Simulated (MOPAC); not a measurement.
A run for MOPAC: PM7 on NH2 (SMILES [NH2]), 2S+1 = 2.

```
PM7 1SCF PRECISE CHARGE=0 UHF MS=0.5 THREADS=1
H2N

N      0.00000000 1     0.00000000 1    -0.08007491 1
H      0.00000000 1    -0.80231373 1     0.55629442 1
H      0.00000000 1     0.80231373 1     0.55629442 1
```

Program output:

```
*******************************************************************************
 **                                                                           **
 **                              MOPAC v23.2.5                                **
 **                                                                           **
 *******************************************************************************
 ** MOPAC's Digital Object Identifier: https://doi.org/10.5281/zenodo.6511958 **
 **                                                                           **
 ** Please cite the open-source release paper for use of this MOPAC version:  **
 ** J. E. Moussa and J. J. P. Stewart (2026)                                  **
 ** MOPAC: An open-source semiempirical molecular orbital program             **
 ** J. Open Source Softw., 11(119), 8025, https://doi.org/10.21105/joss.08025 **
 *******************************************************************************

                              PM7 CALCULATION RESULTS

 *******************************************************************************
 *  PM7        - The PM7 Hamiltonian to be used
 *  UHF        - UNRESTRICTED HARTREE-FOCK CALCULATION
 *
 *
 *
 *                 CHARGE ON SYSTEM = 0
 *
 *
 *
 *  MS=        - IN MECI, MAGNETIC COMPONENT OF SPIN =  0.5
 *  PRECISE    - TIGHTER CRITERIA TO BE USED
 *  1SCF       - DO 1 SCF AND THEN STOP
 *  THREADS=1  - MULTI-THREADING NOT USED
 *  T=         - A TIME OF 172800.0 SECONDS REQUESTED
 *  DUMP=N     - RESTART FILE WRITTEN EVERY 7200.0 SECONDS REQUESTED
 *******************************************************************************
PM7 1SCF PRECISE CHARGE=0 UHF MS=0.5 THREADS=1
 H2N

   ATOM   CHEMICAL          X               Y               Z
  NUMBER   SYMBOL      (ANGSTROMS)     (ANGSTROMS)     (ANGSTROMS)

     1       N          0.00000000  *   0.00000000  *  -0.08007491  *
     2       H          0.00000000  *  -0.80231373  *   0.55629442  *
     3       H          0.00000000  *   0.80231373  *   0.55629442  *



          CARTESIAN COORDINATES

    NO.       ATOM           X           Y           Z

     1         N          0.0000      0.0000     -0.0801
     2         H          0.0000     -0.8023      0.5563
     3         H          0.0000      0.8023      0.5563

 General Reference for PM7:
 "Optimization of Parameters for Semiempirical Methods VI: More Modifications to the
 NDDO Approximations and Re-optimization of Parameters", J. J. P. Stewart, J. Mol. Mod., 1:32, 19 (2013)
 https://link.springer.com/article/10.1007/s00894-012-1667-x

           Empirical Formula: H2 N  =     3 atoms



      MOLECULAR POINT GROUP   :   C2v


          UHF CALCULATION, NO. OF ALPHA ELECTRONS =    4
                           NO. OF BETA  ELECTRONS =    3

 -------------------------------------------------------------------------------
 PM7 1SCF PRECISE CHARGE=0 UHF MS=0.5 THREADS=1
 H2N



     1SCF WAS SPECIFIED, SO BFGS WAS NOT USED
     SCF FIELD WAS ACHIEVED


                              PM7 CALCULATION
                                                       MOPAC v23.2.5 Linux




          FINAL HEAT OF FORMATION =         42.77060 KCAL/MOL =     178.95219 KJ/MOL


          COSMO AREA              =         45.89 SQUARE ANGSTROMS
          COSMO VOLUME            =         28.58 CUBIC ANGSTROMS

          IONIZATION POTENTIAL    =         11.517092 EV
          ALPHA SOMO LUMO (EV)    =        -12.481  4.435
          BETA  SOMO LUMO (EV)    =        -11.517 -0.144
          NO. OF ALPHA ELECTRONS  =          4
          NO. OF BETA  ELECTRONS  =          3
          MOLECULAR WEIGHT        =         16.0225         POINT GROUP:  C2v

          MOLECULAR DIMENSIONS (Angstroms)

            Atom       Atom       Distance
            H     3    H     2     1.60463
            H     2    N     1     0.63637
            N     1    H     2     0.00000


          SCF CALCULATIONS        =          1





   ATOM   CHEMICAL          X               Y               Z
  NUMBER   SYMBOL      (ANGSTROMS)     (ANGSTROMS)     (ANGSTROMS)

     1       N          0.00000000  *   0.00000000  *  -0.08007491  *
     2       H          0.00000000  *  -0.80231373  *   0.55629442  *
     3       H          0.00000000  *   0.80231373  *   0.55629442  *

                             CARTESIAN COORDINATES

   1    N        0.000000000     0.000000000    -0.080074910
   2    H        0.000000000    -0.802313730     0.556294420
   3    H        0.000000000     0.802313730     0.556294420


           Empirical Formula: H2 N  =     3 atoms



      MOLECULAR POINT GROUP   :   C2v


          ALPHA EIGENVALUES
 -33.96199 -16.49427 -12.71974 -12.48150   4.43454   5.72741


           BETA EIGENVALUES
 -31.57071 -15.90175 -11.51709  -0.14438   4.99087   6.09446


              NET ATOMIC CHARGES AND DIPOLE CONTRIBUTIONS

  ATOM NO.   TYPE          CHARGE      No. of ELECS.   s-Pop       p-Pop
    1          N          -0.425455        5.4255     1.79607     3.62938
    2          H           0.212728        0.7873     0.78727
    3          H           0.212728        0.7873     0.78727
 DIPOLE           X         Y         Z       TOTAL
 POINT-CHG.     0.000     0.000     1.300     1.300
 HYBRID        -0.000    -0.000     1.120     1.120
 SUM           -0.000     0.000     2.420     2.420


          ATOMIC ORBITAL ELECTRON POPULATIONS

     Atom    s        px        py        pz
    1  N   1.79607   1.00000   1.19351   1.43588
    2  H   0.78727
    3  H   0.78727


                    (SZ)    =    0.500000
                    (S**2)  =    0.755080


          ATOMIC ORBITAL SPIN POPULATIONS

    Atom   Total    s     px     py     pz
         Atomic
    1  N  1.0971  0.017  1.000  0.053  0.027
    2  H -0.0486 -0.049
    3  H -0.0486 -0.049

 **********************
 *                    *
 * JOB ENDED NORMALLY *
 *                    *
 **********************




 == MOPAC DONE ==
```

The run finished.

Cost: roughly 0.020 core-seconds.
